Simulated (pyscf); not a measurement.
Single points on ωB97X-D3(BJ)/def2-SVP structures (PySCF, gas phase). Correlated levels are frozen-core, on RHF or UHF. ΔMP2 is the change of the MP2 total energy from the triple- to the quadruple-zeta basis.

Task: boron trichloride (Cl–B(Cl)–Cl) + water (H₂O) → hydrogen chloride (HCl) + HO–B(Cl)–Cl
Surface: singlet. Broken: B–Cl, H–O. Formed: Cl–H, B–O. Give ΔE‡ and ΔE from CCSD(T)/def2-TZVPP + ΔMP2(QZVPP), relative to the separated reactants.

Result: ΔE‡ = 12.7 kcal/mol, ΔE = -13.1 kcal/mol. Zero-point energy shifts the barrier by -0.5 kcal/mol. It is a four-centre exchange, with an imaginary mode of 1138i cm⁻¹. On the reactant side the descent ends in an adduct with a B–O contact, 9.1 kcal/mol under the separated species and 19.4 kcal/mol under the saddle at ωB97X-D3(BJ)/def2-TZVP. What is counted as formed (B–O) is already present as a longer contact in the reactant adduct; forming that adduct is a step of its own. At ωB97X-D3(BJ) the barrier from the zero used here is 10.2 kcal/mol. This is the saddle that the search found; another between the same sides may lie lower. The CCSD(T) − MP2 part came from Ansatz, without density fitting, on the same reference.
